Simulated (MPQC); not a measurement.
# singlet [BNH3]+, step by step

Wanted: a series of 13 runs (UHF/3-21G, UHF/6-31G, UHF/6-31+G*, UHF/6-31++G**, UHF/6-311++G**, UHF/6-311++G(2d,2p), UHF/6-311++G(3df,3pd)) of BH3N. 

Program for the calculation: MPQC 2.3.1.

### 1 The structure to begin with

The species is [BNH3]+ (5 atoms), meant as a singlet with charge +1. As SMILES of the parent species, `[BH]N`. The shape is that of a GFN2-xTB optimisation. This is one conformer, not always the lowest. That shape belongs to the parent species and isn't relaxed for this state.

Bond lengths: B1–N2 1.372 Å, B1–H3 1.172 Å, N2–H4 1.016 Å, N2–H5 1.009 Å. Angles: B1–N2–H4 124.6°, B1–N2–H5 124.7°, N2–B1–H3 121.6°, H4–N2–H5 110.8°.

### 2 A single-point energy at UHF/3-21G (run 1)

File run.in:

```
% BH3N
molecule<Molecule>: (
   symmetry = c1
   unit = angstrom
   { atoms geometry } = {
      B  [ 0.705780    -0.341620     0.539950 ]
      N  [ -0.168710     0.403420    -0.210620 ]
      H  [ 0.536730    -1.486940     0.723750 ]
      H  [ -1.006670     0.036070    -0.653090 ]
      H  [ -0.067120     1.389060    -0.399980 ]
   }
)
basis<GaussianBasisSet>: (
   name = "3-21G"
   molecule = $:molecule
   basisdir = "."
   puream = yes
)
mpqc: (
   checkpoint = no
   savestate = no
   restart = no
   do_energy = yes
   do_gradient = no
   optimize = no
   mole<UHF>: (
      molecule = $:molecule
      basis = $:basis
      total_charge = 1
      multiplicity = 1
      memory = 1000000000
      print_evals = yes
      print_npa = yes
      maxiter = 70
      value_accuracy = 1e-08
      guess_wavefunction<UHF>: (
         molecule = $:molecule
         total_charge = 1
         multiplicity = 1
         memory = 1000000000
         value_accuracy = 1e-3
         basis<GaussianBasisSet>: (
            name = "3-21G"
            molecule = $:molecule
         )
      )
   )
)
```

The basis set 3-21G is read from a file made from the Basis Set Exchange's data (not shown).

The run is started by

```bash
mpqc run.in > run.out
```

The log of the run:

```text
MPQC: Massively Parallel Quantum Chemistry
[...]
  <S^2>      = -0.000000
  total scf energy =  -80.1212248206
Value of the MolecularEnergy:  -80.1212248206
[...]
      symmetry = c1
[...]
      nbasis = 24
[...]
    nalpha = 7
    nbeta = 7
[...]
```

Run time: 0.22 s. Hardware: 1 thread of Arm Neoverse V2, shared host.

### 3 Doublet neutral BNH3: a single-point energy at UHF/6-31G (run 2)

run.in, as its differences from that of step 2:

```diff
@@ -13,3 +13,3 @@
 basis<GaussianBasisSet>: (
-   name = "3-21G"
+   name = "6-31G"
    molecule = $:molecule
@@ -28,4 +28,4 @@
       basis = $:basis
-      total_charge = 1
-      multiplicity = 1
+      total_charge = 0
+      multiplicity = 2
       memory = 1000000000
@@ -37,4 +37,4 @@
          molecule = $:molecule
-         total_charge = 1
-         multiplicity = 1
+         total_charge = 0
+         multiplicity = 2
          memory = 1000000000
```

The basis set 6-31G is read from a file made from the Basis Set Exchange's data (not shown).

The run is started by

```bash
mpqc run.in > run.out
```

The log of the run:

```text
MPQC: Massively Parallel Quantum Chemistry
[...]
  <S^2>      = 0.757062
  total scf energy =  -80.8216256182
Value of the MolecularEnergy:  -80.8216256182
[...]
      symmetry = c1
[...]
      nbasis = 24
[...]
    nalpha = 8
    nbeta = 7
[...]
```

It took 0.3 s on 1 thread of Arm Neoverse V2, shared host.

Runs 3 to 11 aren't shown in full; the table further down has their settings and results.

### 4 Doublet neutral BNH3: the energy at UHF/6-311++G(3df,3pd) (run 12)

run.in, as its differences from that of step 3:

```diff
@@ -13,3 +13,3 @@
 basis<GaussianBasisSet>: (
-   name = "6-31G"
+   name = "6-311++G(3df,3pd)"
    molecule = $:molecule
```

The basis set 6-311++G(3df,3pd) is read from a file made from the Basis Set Exchange's data (not shown).

The run is started by

```bash
mpqc run.in > run.out
```

The log of the run:

```text
MPQC: Massively Parallel Quantum Chemistry
[...]
  <S^2>      = 0.756470
  total scf energy =  -80.8845005351
Value of the MolecularEnergy:  -80.8845005351
[...]
      symmetry = c1
[...]
      nbasis = 132
[...]
    nalpha = 8
    nbeta = 7
[...]
```

Wall time 60 s (1 thread of Arm Neoverse V2, shared host); peak memory 0.5 GiB.

### 5 A single-point energy at UHF/6-311++G(3df,3pd) (run 13)

run.in, as its differences from that of step 4:

```diff
@@ -28,4 +28,4 @@
       basis = $:basis
-      total_charge = 0
-      multiplicity = 2
+      total_charge = 1
+      multiplicity = 1
       memory = 1000000000
@@ -37,4 +37,4 @@
          molecule = $:molecule
-         total_charge = 0
-         multiplicity = 2
+         total_charge = 1
+         multiplicity = 1
          memory = 1000000000
```

The basis set 6-311++G(3df,3pd) is read from a file made from the Basis Set Exchange's data (not shown).

The run is started by

```bash
mpqc run.in > run.out
```

The log of the run:

```text
MPQC: Massively Parallel Quantum Chemistry
[...]
  <S^2>      = -0.000000
  total scf energy =  -80.5948103901
Value of the MolecularEnergy:  -80.5948103901
[...]
      symmetry = c1
[...]
      nbasis = 132
[...]
    nalpha = 7
    nbeta = 7
[...]
```

It took 50 s on 1 thread of Arm Neoverse V2, shared host; peak memory 0.5 GiB.

### 6 All runs side by side

```
run                                level  partner  energy (Eh)  wall time
  1                            UHF/3-21G   cation   -80.121225     0.22 s
  2                            UHF/6-31G     base   -80.821626      0.3 s
  3                            UHF/6-31G   cation   -80.536681     0.28 s
  4    UHF/6-31+G* (spherical functions)     base   -80.851263      1.6 s
  5    UHF/6-31+G* (spherical functions)   cation   -80.561842      1.4 s
  6  UHF/6-31++G** (spherical functions)     base   -80.861049      5.4 s
  7  UHF/6-31++G** (spherical functions)   cation   -80.572138      4.8 s
  8                       UHF/6-311++G**     base   -80.877371       14 s
  9                       UHF/6-311++G**   cation   -80.587702       13 s
 10                  UHF/6-311++G(2d,2p)     base   -80.881417       25 s
 11                  UHF/6-311++G(2d,2p)   cation   -80.591420       22 s
 12                UHF/6-311++G(3df,3pd)     base   -80.884501       60 s
 13                UHF/6-311++G(3df,3pd)   cation   -80.594810       50 s
```

Convergence of the total energy of doublet BNH3 with the basis set, against the last point:

```
        basis set  from the last (mEh)  wall time
            6-31G              +62.875      0.3 s
          6-31+G*              +33.237      1.6 s
        6-31++G**              +23.452      5.4 s
       6-311++G**               +7.129       14 s
  6-311++G(2d,2p)               +3.083       25 s
6-311++G(3df,3pd)               +0.000       60 s
```

Convergence of the vertical ionisation energy (to the singlet cation) of doublet BNH3 with the basis set, against the last point:

```
        basis set  from the last (eV)  wall time
            6-31G             -0.1291     0.58 s
          6-31+G*             -0.0073      3.1 s
        6-31++G**             -0.0212       10 s
       6-311++G**             -0.0006       27 s
  6-311++G(2d,2p)             +0.0084       47 s
6-311++G(3df,3pd)             +0.0000    1.8 min
```

### 7 Outcome

| quantity | value |
| --- | --- |
| run 13, UHF/6-311++G(3df,3pd): total energy | -80.59481 Eh |
| vertical ionisation energy (to the singlet cation), UHF/6-31G | 7.754 eV |
| vertical ionisation energy (to the singlet cation), UHF/6-31+G* | 7.876 eV |
| vertical ionisation energy (to the singlet cation), UHF/6-31++G** | 7.862 eV |
| vertical ionisation energy (to the singlet cation), UHF/6-311++G** | 7.882 eV |
| vertical ionisation energy (to the singlet cation), UHF/6-311++G(2d,2p) | 7.891 eV |
| vertical ionisation energy (to the singlet cation), UHF/6-311++G(3df,3pd) | 7.883 eV |

In words: For the total energy of doublet BNH3 to stay within 10 mEh of the last point, 6-311++G** is the first point of the series from which all later ones do (14 s against 60 s). For the vertical ionisation energy (to the singlet cation) of doublet BNH3 to stay within 0.1 eV of the last point, 6-31+G* is the first point of the series from which all later ones do (3.1 s against 1.8 min). For the vertical ionisation energy (to the singlet cation) of doublet BNH3 to stay within 0.02 eV of the last point, 6-311++G** is the first point of the series from which all later ones do (27 s against 1.8 min). All runs together took 3.3 min, the longest 60 s.
